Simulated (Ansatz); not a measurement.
Reactions of `CC1(O)C=NC1`.

Calculated with Ansatz (gas phase, PBE0-D4/def2-TZVP geometries, no zero-point term in ΔE). CCSD(T)/CBS is the MP2 limit (def2-TZVPP, def2-QZVPP) plus CCSD(T) − MP2 in def2-TZVPP, frozen cores. This one scheme is used for every species, atoms too. Open shells (•) are unrestricted, without spin–orbit coupling. Spin–orbit coupling would lower the free atoms: a little for C, O. One conformer a species, not always the lowest.

```
                             reaction  CCSD(T)/CBS(def2) (eV)
       `CC1(O)C=NC1` → `C/C=N/C(C)=O`                   -1.24
`CC1(O)C=NC1` → 4 C• + 7 H• + N• + O•                   55.23
           `CC1(O)C=NC1` → `CCN=C=CO`                    0.45
          `CC1(O)C=NC1` → `O=C1CCCN1`                       ?
```

Task: Fill in the missing values. (An estimate is asked.)

Result: The calculation gave: `CC1(O)C=NC1` → `O=C1CCCN1`: -2.07 eV.

Largest T1 diagnostic: 0.015, for `C/C=N/C(C)=O`.
